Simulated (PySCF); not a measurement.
N₂, SMILES N#N. Atoms are numbered in the order given.

```xyz
2

N      0.0000     0.0000    -0.5454
N      0.0000     0.0000     0.5454
```

Coordinates come from a B3LYP-D3(BJ)/def2-TZVPD optimisation.

Level of theory: B3LYP/pcJ-2 (PySCF).

Isotropic couplings with Fermi-contact, spin-dipole and both spin-orbit terms, one fixed conformer, no vibrational averaging. Isotopes: 14N.

Computed spin–spin coupling constants:
```
pair   bonds apart  J (Hz)
-----  -----------  ------
N1–N2            1    -1.2
```
